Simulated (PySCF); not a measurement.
Trends in electronic spectra. Method: TDDFT CAM-B3LYP/def2-SVPD, vertical, gas phase, core orbitals frozen in the response (PySCF). Geometries: GFN2-xTB; one conformer of each isolated species. Triplets are in the Tamm–Dancoff approximation. 'Strongest' means the level of largest summed f among the lowest 8 singlets; it needn't be the same kind of state in each.

Question: Rank by computed HOMO energy, lowest first.
A. `N#CC1=PC=PC=P1`
B. `FC12C=CC(C=C1)C=C2`
C. `CCc1pcpc(Cl)p1`
D. `C#CC1=C[C@@H]2C[C@]2(F)C1`
E. `C=C1C=C/C1=C\C=C/F`
F. `[H]/N=C\C/C=C\[SiH2]Cl`
G. `N#CC=O`

Answer: G (-10.81 eV), A (-9.06 eV), F (-8.78 eV), C (-8.28 eV), D (-7.97 eV), B (-7.73 eV), E (-7.45 eV).

```csv
SMILES,HOMO (eV),α (au),T1 (eV),S1 (eV),f (S1),strongest (eV),S1 mainly
N#CC=O,-10.81,30.6,3.17,3.82,0.001,6.82,H→L (98%)
N#Cc1pcpcp1,-9.06,125.0,2.52,3.71,0.020,4.97,H-1→L (88%)
[H]/N=C\C/C=C\[SiH2]Cl,-8.78,94.4,4.03,5.08,0.018,6.36,H→L (44%)
CCc1pcpc(Cl)p1,-8.28,150.2,2.44,3.56,0.007,4.73,H→L (40%)
C#CC1=C[C@@H]2C[C@]2(F)C1,-7.97,88.9,3.29,5.30,0.310,5.30,H→L (91%)
FC12C=CC(C=C1)C=C2,-7.73,78.2,3.62,5.15,0.000,7.18,H→L/L+1 (98%)
C=C1C=C/C1=C\C=C/F,-7.45,108.6,2.63,4.67,0.215,5.21,H→L (55%)
```

H and L stand for HOMO and LUMO. A slash joins orbitals within 0.01 eV of each other, whose weights are summed (≥ marks a lower bound).

- `N#CC=O`: S1 has the pattern of n→π* at C=O.
- `N#Cc1pcpcp1`: Löwdin shares by element: HOMO carbon 34% or more, nitrogen 16%, phosphorus 16% or more (atoms not listed hold the other 34%); LUMO carbon 40% or more, phosphorus 24% or more (atoms not listed hold the other 36%).
- `[H]/N=C\C/C=C\[SiH2]Cl`: Löwdin shares by element: HOMO nitrogen 47%, carbon 31% or more (atoms not listed hold the other 22%); LUMO carbon 45% or more, silicon 15%, chlorine 7% (atoms not listed hold the other 33%).
- `CCc1pcpc(Cl)p1`: Löwdin shares by element: HOMO phosphorus 30% or more, carbon 21% or more, chlorine 20% (atoms not listed hold the other 28%); LUMO phosphorus 41% or more, carbon 35% or more (atoms not listed hold the other 24%).
- `C#CC1=C[C@@H]2C[C@]2(F)C1`: Löwdin shares by element: HOMO carbon 72% or more (atoms not listed hold the other 28%); LUMO carbon 72% or more (atoms not listed hold the other 28%).
- `FC12C=CC(C=C1)C=C2`: Löwdin shares by element: HOMO carbon 62% or more (atoms not listed hold the other 38%); LUMO (one of a set within 0.03 eV) carbon 57% or more (atoms not listed hold the other 43%).
- `C=C1C=C/C1=C\C=C/F`: Löwdin shares by element: HOMO carbon 66% or more (atoms not listed hold the other 34%); LUMO carbon 64% or more (atoms not listed hold the other 36%).
